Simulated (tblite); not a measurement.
Species: benzoquinone, C6H4O2.
SMILES: `O=C1C=CC(=O)C=C1`

All values are computed: GFN2-xTB (tblite) harmonic vibrations without scaling, gas phase. This tight-binding method is rough: wavenumbers can miss measured ones by several per cent, in bad cases by 10 to 20.

Harmonic wavenumbers (cm⁻¹): 62.9, 192.8, 306.8, 404.6, 428.1, 442.1, 473.2, 602.0, 725.7, 750.8, 766.5, 806.2, 879.9, 908.8, 941.6, 949.0, 1070.5, 1156.3, 1172.9, 1257.5, 1308.8, 1309.4, 1635.5, 1664.1, 1687.6, 1695.2, 3070.2, 3071.2, 3083.6, 3084.7.

A = 5385, B = 1651, C = 1264 MHz; mass 108.021 u (most abundant isotopes); point group D2h, symmetry number 4.

**Question.** What is the zero-point energy?

**Answer.** Half the sum of the wavenumbers: 17954 cm⁻¹ = 214.78 kJ/mol.

**Question.** Entropy at 500 K, 1 bar (ideal gas, RRHO, classical rotation)?

**Answer.** Translation 178.00, rotation 111.03, vibration 109.09: S = 398.1 J/(mol K).

**Question.** And Cp and H(500 K) − H(0)?

**Answer.** Cp = 161.46 J/(mol K), of which vibrations give 128.20 (their classical limit is 30 R = 249.4); H(500 K) − H(0) = 47.39 kJ/mol without the zero-point energy, 30.77 from vibrations.

**Question.** Which modes carry the vibrational entropy at 500 K?

**Answer.** 62.9 cm⁻¹: 22.54; 192.8 cm⁻¹: 13.32; 306.8 cm⁻¹: 9.62; 404.6 cm⁻¹: 7.50; 428.1 cm⁻¹: 7.09; 442.1 cm⁻¹: 6.85 J/(mol K); the other 24 give 42.18 together.

**Question.** What must be added to the electronic energy to get the Gibbs energy at 500 K and 1 bar?

**Answer.** ZPE + [H(500 K) − H(0)] − T·S = 214.78 + 47.39 − 199.06 = 63.11 kJ/mol.

**Question.** Blend soft modes into free rotors: weight 1/[1 + (100 cm⁻¹/ν̃)⁴] for the oscillator and the rest for a rotor with moment μB/(μ + B), μ = h/(8π²ν), B = 10⁻⁴⁴ kg m². What vibrational entropy results?

**Answer.** 103.34 J/(mol K) in place of 109.09, which changes −T·S at 500 K by +2.88 kJ/mol.

**Question.** How do the functions run with temperature in this model?

**Answer.** 
```tsv
T (K)	S (J/(mol K))	Cp (J/(mol K))	H − H(0) (kJ/mol)	G − H(0) (kJ/mol)	ln q(vib)
150	270.9	63.6	6.91	-33.71	1.09
250	310.4	94.5	14.79	-62.81	2.23
298.15	328.4	109.5	19.70	-78.20	2.85
400	364.7	138.3	32.36	-113.51	4.26
600	429.3	179.9	64.50	-193.05	7.21
900	509.9	216.6	124.53	-334.37	11.57
```

q(vib) and H(0) count from the zero-point level.

Hindered rotation and anharmonicity are outside this model.
